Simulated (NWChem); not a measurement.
**What each level costs for AlCl₃**

SMILES: [Cl][Al]([Cl])[Cl]
```xyz
4

Al     0.0000     0.0000     0.0000
Cl     0.0000     0.0000     2.0937
Cl     1.8132     0.0000    -1.0468
Cl    -1.8132     0.0000    -1.0468
```
Charge 0, spin multiplicity 1.

Program: NWChem. Structure: optimised with PBE/def2-SVP, a minimum by its harmonic frequencies.

Basis set: 6-311G** (104 functions). Each entry is one whole single-point run; the coupled-cluster runs use the TCE module, and the SCF and DFT modules converge to different thresholds.

The correlated methods keep 20 core orbitals frozen. B3LYP has NWChem's definition, with VWN1-RPA local correlation. The Pople sets run with spherical d functions. The structure started from a generated list of species.

**Question.** Roughly how much processor time does each of these take, relative to RHF: MP2, B2PLYP, PBE, B3LYP, M06-2X, CR-CCSD(T)?

**Answer.** B3LYP about the same, within a factor of 3; M06-2X about the same, within a factor of 3; PBE about the same, within a factor of 3; MP2 about the same, within a factor of 3; B2PLYP about 3; CR-CCSD(T) about 30 (rough ratios from shared machines).
